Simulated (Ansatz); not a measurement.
# Zinc-blende InSb, LO phonon frequency at X

Reference value: 158 cm⁻¹ (measured, temperature not stated, not corrected to a static lattice; as tabulated in Ioffe Institute, NSM Archive: InSb, mechanic properties page).

| level (code) | value (cm⁻¹) | cell (Å³/atom) |
|---|---|---|
| LDA+SOC (Ansatz) | 151 | 33.53 |
| PBE (Ansatz) | 141 | 36.51 |
| r²SCAN (Ansatz) | 150 | 35.22 |
| PBE0 (Ansatz) | (withheld) | 34.93 |
| Hartree–Fock (Ansatz) | 161 | 36.35 |

Q: Complete the blanks.

A: 
- PBE0 (Ansatz, a program for electronic structure), value (cm⁻¹): 153

Differences against the reference: LDA+SOC -4.4 %, PBE -10.8 %, r²SCAN -5.1 %, PBE0 -3.2 %, Hartree–Fock +1.9 %.

Once the reference is moved by up to 3.0 % (a margin picked here for doubts on the reference and the settings, and for temperature and zero-point motion) and values within 1.0 % count as equal, the nearest can be Hartree–Fock (+1.9 %) or PBE0 (-3.2 %). Among them PBE (-10.8 %) misses by most.

The measured value isn't corrected to a static lattice, so vibrations enter the comparison.  LDA+SOC, PBE, r²SCAN: the solid has no gap at this level, which affects its response. Each level is taken at its own relaxed cell. Cutoffs and k meshes differ between the levels. Ansatz's density-functional and Hartree–Fock values are scalar-relativistic unless marked +SOC, with PAW data made under PBE.

Differences are worked out from the printed values.
